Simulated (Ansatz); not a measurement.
Species: C₂H₅, SMILES `[CH2]C` (charge 0, multiplicity 2).

Question: Give a relaxed geometry from PBE-D3(BJ)/def2-TZVP (Ansatz, a quantum-chemistry and plane-wave program).

Answer: the end point of this relaxation (outside a Z-matrix the atoms follow the SMILES, hydrogens last).
Bond lengths (Å): C1–C2 1.483, C1–H3 1.090, C1–H4 1.090, C2–H5 1.110, C2–H6 1.101, C2–H7 1.101. Angles (°): C2–C1–H3 121.0, C2–C1–H4 121.0, H3–C1–H4 117.5, C1–C2–H5 112.0, C1–C2–H6 112.0, C1–C2–H7 112.0, H5–C2–H6 106.1, H5–C2–H7 106.0, H6–C2–H7 108.3.
